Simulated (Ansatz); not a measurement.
## SbH₂⁻, triplet: the ladder up to UCCSDT(Q)

Geometry: that of the SbH2⁻, singlet, kept fixed. The singlet lies 2.4 eV lower here.

```yaml
atoms:
  - { symbol: Sb, position_ang: [0.0000, -0.0198, 0.0000] }
  - { symbol: H, position_ang: [0.0000, 1.1955, 1.2291] }
  - { symbol: H, position_ang: [0.0000, 1.1955, -1.2291] }
```

Basis def2-TZVPD with its core potentials; Ansatz 0.2.0. Only valence electrons are correlated (noble-gas cores and the filled d shells of p-block atoms frozen), which leaves 8 electrons in 65 orbitals. R marks a restricted (for open shells ROHF) determinant, U an unrestricted one. Active spaces: valence = (8e, 6o) chosen from the atoms' valence shells. No spin–orbit coupling is included; scalar relativity enters through the core potentials alone. This anion state lies near or above the neutral species, so the extra electron is weakly bound or unbound and the energies hang on the diffuse functions.

Full CI isn't at hand for all of this; UCCSDT(Q) serves as the reference, and is uncertain by about the last step of the cluster series. The frozen core follows each run's orbitals, which can shift R against U totals by a few meV for light atoms and by up to 0.1 eV past Ca.

- UHF ⟨S²⟩: 2.021
- T1 diagnostic (RCCSD): 0.0254
- largest doubles amplitude (RCCSD): 0.044
- T1 diagnostic (UCCSD): 0.0210

Task: From what is known of these methods and the diagnostics, rank them by the size of their error in total energy against UCCSDT(Q) in def2-TZVPD, smallest first (an estimate: the text doesn't fix the numbers).
A. UCCSD
B. UCCSD(T)
C. UCCSDT
D. UHF
E. UMP2

Result: C (0.7 kJ/mol), B (3.3 kJ/mol), A (18.6 kJ/mol), E (84.1 kJ/mol), D (405.3 kJ/mol).

All errors are against UCCSDT(Q) in def2-TZVPD. Within each family the higher level lies nearer, as is usual though not guaranteed.

Natural occupations of CASSCF (valence space) about the gap: 1.999 1.989 1.984 1.000 1.000 0.027; effectively unpaired electrons, Σ n²(2−n)², 2.00.
